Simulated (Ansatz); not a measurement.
**AlSi (quartet): the correlation ladder at distance Si1–Al2 = 2.902 Å, cc-pVDZ**

How much of the correlation energy of AlSi (quartet) does each wave-function method recover here?

Program: Ansatz 0.2.0, Gaussian basis. Level of theory: cc-pVDZ, core rule «outside noble gas», up to 10 orbitals frozen. These are calculated values, not measurements.

To be run: UHF; CCSD(T) on ROHF; CCSD(T) on UHF; BCCD(T) on ROHF; CISD; CCSDT(Q) on ROHF; CCSDT(Q) on UHF; CASSCF and MRCISD+Q, 5 electrons in 5 orbitals; CASSCF and NEVPT2, 5 electrons in 5 orbitals; CASSCF and MRCISD+Q, 7 electrons in 8 orbitals; CASSCF and MRCISD+Q(relaxed), 7 electrons in 8 orbitals; CASSCF and NEVPT2, 7 electrons in 8 orbitals; Full CI.

23 further runs of the same task are left out: 19 that didn't finish, 4 set aside as unsound or not needed.

**1. The system**

The geometry derives from a PBE0/def2-TZVP stationary point (not a proven minimum). One bond is set to the value named and the two fragments are kept rigid.

2 atoms, charge 0, spin multiplicity 4.

Atoms are counted from 1 here; the program's logs count them from 0.

No contacts short enough for the rule that draws bonds.

**2. UHF**

Input file in.yaml:

```yaml
crystal:
  periodic: [false, false, false]
  atoms:
    - {symbol: Si, position_ang: [0.000000, 0.000000, 0.000000]}
    - {symbol: Al, position_ang: [0.000000, 0.000000, 2.902000]}
basis:
  gaussian: {orbitals: cc-pVDZ}
magnetization: {spin_polarized: true, initial_magnetization: 3}
hamiltonian: {xc: hf}
output: {orbitals: {seedname: orbitals}}
```

Launch:

```bash
ansatz run in.yaml --threads 1 --pin off --events-out ev --progress --plain --max-ram 2393MiB
```

After this run come: CCSD(T) on ROHF; CCSD(T) on UHF; BCCD(T) on ROHF; CISD; CCSDT(Q) on ROHF; CCSDT(Q) on UHF; CASSCF and MRCISD+Q, 5 electrons in 5 orbitals; CASSCF and NEVPT2, 5 electrons in 5 orbitals; CASSCF and MRCISD+Q, 7 electrons in 8 orbitals; CASSCF and MRCISD+Q(relaxed), 7 electrons in 8 orbitals; CASSCF and NEVPT2, 7 electrons in 8 orbitals; Full CI.

Q: Predict the results of all the runs planned. Wanted: FCI below the RHF energy; RMP2 from FCI; UMP2 from FCI; RCCSD from FCI; RCCSD(T) from FCI; UCCSD(T) from FCI; RCCSDT(Q) from FCI; UCCSDT(Q) from FCI; NEVPT2 pair from FCI.

**Answer**, as computed:

| quantity | value |
| --- | --- |
| FCI below the RHF energy | -3.7087 eV |
| RMP2 from FCI | +24.34 kcal/mol |
| UMP2 from FCI | +24.97 kcal/mol |
| RCCSD from FCI | +5.02 kcal/mol |
| RCCSD(T) from FCI | +1.55 kcal/mol |
| UCCSD(T) from FCI | +1.57 kcal/mol |
| RCCSDT(Q) from FCI | +0.04 kcal/mol |
| UCCSDT(Q) from FCI | -0.03 kcal/mol |
| NEVPT2 pair from FCI | +24.31 kcal/mol |
| MRCISD+Q pair from FCI | +1.72 kcal/mol |
| NEVPT2 valence from FCI | +13.96 kcal/mol |
| levels within 1 kcal/mol (43 meV) | RCCSDT, UCCSDT, RCCSDT(Q), UCCSDT(Q), MRCISD+Q valence |
| T1 diagnostic | 0.043 |
| effectively unpaired electrons | 3.11 |

In words: RCCSD(T) lands +1.55 kcal/mol from the yardstick (1.8 % of the correlation energy). MRCISD+Q valence, MRCISD+Q(relaxed) valence fall below full CI: the +Q correction isn't variational, and the cores differ from full CI's. The occupations are near whole numbers, but T1 = 0.043 shows that the orbitals relax strongly. Of the multireference levels listed MRCISD+Q valence comes nearest in total energy (-0.32 kcal/mol), which doesn't show that its space is the better one. These misses are within one basis, not against nature; the frozen cores of restricted and unrestricted runs differ, which can shift their rows.
